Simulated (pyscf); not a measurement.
9 silicon, germanium or tin steps of one kind (hydrogen abstraction, radical): reaction energy in kcal/mol, from the separated reactants or the lowest minimum found. PySCF, gas phase, ωB97X-D3(BJ)/def2-SVP geometries. Functionals in def2-TZVP; the last column is ωB97M-D3(BJ)/def2-TZVP. Rows were drawn at random from the steps of this kind and element class whose saddle was verified and whose references are stable.

```
step                                                              PBE  PBE0-D3(BJ)  r²SCAN  ωB97M-D3(BJ)
--------------------------------------------------------------  -----  -----------  ------  ------------
H₃C–NH–Si(NH•)(NH₂)–NH₂ + H₂ -> H₃C–NH–Si(NH₂)(NH₂)–NH₂ + H•     -7.4         -8.4    -3.7          -7.7
•O–Sn(Cl)(Cl)–Cl + H₂ -> HO–Sn(Cl)(Cl)–Cl + H•                  -17.3        -17.0   -13.6         -16.0
H₃C–N(CH₃)–Si(O•)(OH)–OH + H₂ → H₃C–N(CH₃)–Si(OH)(OH)–OH + H•    +0.6         -8.0    +0.4         -10.8
H₃C–GeH₃ + CH₃• → •H₂C–GeH₃ + CH₄                                -3.4         -2.9    -3.0          -2.7
H₃C–SiH₂–SiH₃ + H• -> H₃C–SiH₂–SiH₂• + H₂                       -16.8        -15.6   -18.7         -14.8
H₃C–N(CH₃)–SiH₃ + H• -> •H₂C–N(CH₃)–SiH₃ + H₂                       …         -9.2   -13.5         -10.1
H₃Si–SiH₂–SiH₃ + H• → H₃Si–SiH•–SiH₃ + H₂                       -19.5        -18.1   -21.3         -17.5
H₃Si–AsH–SiH₃ + H• → •H₂Si–AsH–SiH₃ + H₂                        -16.5        -14.9   -17.9         -13.7
H₃Si–Si(SiH₃)(SiH₃)–Cl + CH₃• -> •H₂Si–Si(SiH₃)(SiH₃)–Cl + CH₄      …        -21.2   -19.4         -19.3
```

**Question.** What belongs in the gaps?

**Answer.** 
- H₃C–N(CH₃)–SiH₃ + H• -> •H₂C–N(CH₃)–SiH₃ + H₂, PBE: -11.0
- H₃Si–Si(SiH₃)(SiH₃)–Cl + CH₃• -> •H₂Si–Si(SiH₃)(SiH₃)–Cl + CH₄, PBE: -22.9

Differences from the last column (kcal/mol): PBE: mean -0.2, median -1.4, mean size 2.8, lower in 7 of 9; PBE0-D3(BJ): mean -0.3, median -0.8, mean size 1.1, lower in 7 of 9; r²SCAN: mean +0.2, median -0.2, mean size 3.7, lower in 6 of 9. PBE is closest for row 1 (0.2 kcal/mol apart) and farthest for row 3 (11.3 kcal/mol). PBE, r²SCAN and M06-2X carry no added dispersion term. The last column is a level with limits of its own. Elements up to Kr have no core potential and no relativistic terms here. Elements past Kr carry the def2 core potentials, without spin-orbit coupling.
